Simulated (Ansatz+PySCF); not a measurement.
Values are calculated unless marked as measured or tabulated.
# Several solutions for singlet LiF in separate pieces

```xyz
2

Li    0.0000    0.0000    0.0000
F    10.0000    0.0000    0.0000
```

Basis set: cc-pVDZ (spherical functions). Charge 0, multiplicity 1.

CASSCF(6,6) was run from several starts with Ansatz (development build ahead of 0.2.0) and PySCF 2.14.0. The starts are those of the Hartree–Fock orbitals from which the active space was taken at the frontier.

```json
{"run": "A", "program": "PySCF", "start": "program defaults", "converged": "no", "energy (hartree)": "–", "<S²>": "–"}
{"run": "B", "program": "Ansatz", "start": "search for the lowest state", "converged": "yes", "energy (hartree)": "-106.84183", "<S²>": "0.00"}
{"run": "C", "program": "Ansatz", "start": "atomic start, no search", "converged": "yes", "energy (hartree)": "-106.84161", "<S²>": "0.00"}
{"run": "D", "program": "Ansatz", "start": "stability test followed", "converged": "yes", "energy (hartree)": "-106.84183", "<S²>": "0.00"}
```

Q: Which runs reached the lowest solution of this kind, and what is wrong with the others?

A: B, C, D reached the lowest solution found or ended within 0.01 eV of it (a small difference can mark another solution nearby). Not converged: A.
